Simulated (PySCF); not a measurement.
Level of theory: B3LYP-D3(BJ)/def2-TZVP // PBE0-D4/def2-TZVP run with PySCF. All species are isolated molecules in the gas phase. B3LYP has the VWN-RPA correlation part, as in Gaussian. 

Reference species (SMILES): `[SiH3]` (neutral, multiplicity 2).

```json
{
 "dipole_moment": "0.07 D"
}
```

Changed species: `[SiH3][Al][SiH3]` (radical fragment; the reference has radical fragment).

**Question.** What does the change do to the dipole moment?

**Answer.** the dipole moment goes up by 0.74 D, to 0.81 D.
